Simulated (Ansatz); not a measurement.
Input file:

```yaml
crystal:
  periodic: [false, false, false]
  atoms:
    - {symbol: P, position_ang: [0.000000, 0.740966, 1.629479]}
    - {symbol: Ge, position_ang: [0.000000, 0.156794, -1.006535]}
    - {symbol: Si, position_ang: [0.000000, -1.285717, 0.784652]}
    - {symbol: H, position_ang: [0.000000, 1.756057, 0.601480]}
basis:
  gaussian: {orbitals: cc-pVDZ}
total_charge: 1
magnetization: {spin_polarized: true, initial_magnetization: 3}
correlation: {method: ccsd_t, electrons: outside_noble_gas}
output: {forces: true}
```

```sh
$ ansatz run in.yaml --threads 1 --pin off --events-out ev --progress --plain --max-ram 2393MiB
```

The program prints:

```
751 factors; integrals over basis functions are off by at most 1.3e-3 eV
mean field evaluation 1: about -73610.3441 eV, gradient 1.1e1 eV
mean field evaluation 2: about -73610.3544 eV, gradient 1.1e1 eV
mean field evaluation 4: about -73611.8401 eV, gradient 2.2e0 eV
mean field evaluation 8: about -73612.1642 eV, gradient 5.7e-1 eV
mean field evaluation 16: about -73612.2579 eV, gradient 1.4e-1 eV
mean field evaluation 32: about -73612.2606 eV, gradient 3.6e-5 eV
mean field evaluation 64: about -73612.2137 eV, gradient 3.7e-1 eV
mean field evaluation 96: about -73612.2604 eV, gradient 1.0e-1 eV
mean field evaluation 128: about -73612.6379 eV, gradient 1.3e0 eV
mean field evaluation 160: about -73610.9425 eV, gradient 4.4e0 eV
mean field evaluation 192: about -73610.7176 eV, gradient 4.7e-1 eV
mean field evaluation 224: about -73610.9332 eV, gradient 1.2e-2 eV
mean field evaluation 256: about -73610.8077 eV, gradient 2.9e0 eV
mean field evaluation 288: about -73609.6852 eV, gradient 1.1e0 eV
mean field evaluation 320: about -73610.9332 eV, gradient 1.3e-3 eV
mean field evaluation 352: about -73612.7740 eV, gradient 1.9e0 eV
mean field evaluation 384: about -73611.3236 eV, gradient 3.6e-4 eV
mean field evaluation 416: about -73609.4589 eV, gradient 1.1e1 eV
mean field evaluation 448: about -73610.0488 eV, gradient 3.9e-1 eV
mean field evaluation 480: about -73609.7281 eV, gradient 9.9e-1 eV
mean field -73612.92464114 eV, -2705.2250839295 hartree, gradient 1.8e-6 eV, S^2 3.816204; 19 other end points of the search recorded, 0 dependent functions left out
determinant -73612.92464114 eV, -2705.2250839295 hartree, with singles and doubles -73620.17493639 eV, -2705.4915273655 hartree
determinant -73612.26063107 eV, -2705.2006820095 hartree, with singles and doubles -73619.64191271 eV, -2705.4719391066 hartree
determinant -73611.32363047 eV, -2705.1662478724 hartree, with singles and doubles -73618.62529766 eV, -2705.4345791926 hartree
determinant -73611.03938458 eV, -2705.1558020287 hartree, with singles and doubles -73618.30770717 eV, -2705.4229079573 hartree
determinant -73610.93318363 eV, -2705.1518992157 hartree, with singles and doubles -73618.20075088 eV, -2705.4189773862 hartree
determinant -73610.91005530 eV, -2705.1510492654 hartree, with singles and doubles -73618.33805734 eV, -2705.4240233056 hartree
determinant -73610.73917122 eV, -2705.1447693913 hartree, with singles and doubles -73618.30736989 eV, -2705.4228955626 hartree
determinant -73610.03832060 eV, -2705.1190136062 hartree, with singles and doubles -73617.25534146 eV, -2705.3842342308 hartree
determinant -73609.44609370 eV, -2705.0972496688 hartree, with singles and doubles -73616.20969674 eV, -2705.3458074960 hartree
determinant -73612.92464114 eV, -2705.2250839295 hartree, with singles and doubles -73620.17935325 eV, -2705.4916896821 hartree
determinant -73612.26063107 eV, -2705.2006820095 hartree, with singles and doubles -73619.66099393 eV, -2705.4726403283 hartree
24 core orbitals not correlated: weight in the atoms' cores, before any rotation towards them, 1.000 or more for the frozen orbitals, at most 0.000 for the correlated occupied ones
reference -73612.92464114 eV, -2705.2250839295 hartree; 8, 5 occupied and 36, 39 virtual orbitals, 751 factors
second order -5.99754113 eV of doubles, -0.00000000 eV of singles
cycle   1  -7.25471090 eV  change    1.2e-6 eV  update   4.2e-6
cycle   2  -7.25471038 eV  change    5.2e-7 eV  update   3.5e-6
cycle   3  -7.25471108 eV  change   -6.9e-7 eV  update   1.7e-6
cycle   4  -7.25471123 eV  change   -1.5e-7 eV  update   9.0e-7
cycle   5  -7.25471121 eV  change    2.2e-8 eV  update   4.0e-7
cycle   6  -7.25471095 eV  change    2.6e-7 eV  update   2.1e-7
perturbative correction -0.35379900 eV, -0.0130018734 hartree
the calculation of the forces begins
Total energy: -73620.53315109 eV, -2705.5046915128 hartree
Atom 0 at     0.000000     0.740966     1.629479 Å, force    -0.000000     2.629149     2.322399 eV/Å
Atom 1 at     0.000000     0.156794    -1.006535 Å, force     0.000000     0.245809    -2.022360 eV/Å
Atom 2 at     0.000000    -1.285717     0.784652 Å, force    -0.000000    -3.087922    -0.284386 eV/Å
Atom 3 at     0.000000     1.756057     0.601480 Å, force    -0.000000     0.212964    -0.015653 eV/Å
Dipole moment:     0.000000    -0.062714     0.146508 e Å
```

Forces (eV/Å):
```
P    0.000  2.629  2.322
Ge   0.000  0.246 -2.022
Si   0.000 -3.088 -0.284
H    0.000  0.213 -0.016
```

Ran on 1 thread of Arm Neoverse V2, shared host: 47 s wall, 0.23 GiB peak host memory.
